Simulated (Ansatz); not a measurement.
in.yaml

```yaml
crystal:
  periodic: [false, false, false]
  atoms:
    - {symbol: C, position_ang: [0.000000, 0.000000, 0.000000]}
    - {symbol: C, position_ang: [0.000000, 0.000000, 1.968000]}
basis:
  gaussian: {orbitals: 6-31G}
hamiltonian: {xc: r2scan}
correlation: {method: fic_mrcisd_q, electrons: outside_noble_gas, active_space: {window: {electrons: 2, orbitals: 2}}}
accuracy: high
```

```sh
$ ansatz run in.yaml --threads 1 --pin off --events-out ev --progress --plain --max-ram 2393MiB
```

Q: What does the program do with this input?

A: Refused. The input was made wrong on purpose (active space on a functional), so the run isn't a sound calculation of what was asked.
```
Error: invalid value for `correlation.active_space`: it starts from restricted Hartree–Fock orbitals; set hamiltonian.xc: hf without magnetization.spin_polarized
```
